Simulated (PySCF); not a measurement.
SMILES [CH2]C=O, doublet, PBE0/def2-SVP optimised geometry.

```
6

C      0.77    -0.01     0.00
C     -0.66    -0.01     0.00
O     -1.33     1.01     0.00
H      1.29     0.95     0.00
H      1.33    -0.94     0.00
H     -1.16    -1.01     0.00
```

Density from unrestricted PBE0/def2-TZVP in PySCF 2.14.0 at that geometry.

Minimum of the electron density along straight lines between bonded atoms, close to the bond critical point (lines longer than 1.1 times the sum of covalent radii, or with two minima, are not listed):

```csv
bond,length / Å,ρ at the minimum / e bohr⁻³,∇²ρ there / e bohr⁻⁵,position (fraction from the first atom)
C1–C2,1.428,…,-0.89,0.51
C2–O3,1.226,…,…,0.33
C1–H4,1.094,0.280,-0.99,0.66
C1–H5,1.093,0.280,-0.99,0.65
C2–H6,1.117,0.273,-0.95,0.65
```

Task: Some entries are withheld; supply them.

Result: 
- C1–C2, ρ at the minimum / e bohr⁻³: 0.303
- C2–O3, ρ at the minimum / e bohr⁻³: 0.405
- C2–O3, ∇²ρ there / e bohr⁻⁵: -0.13
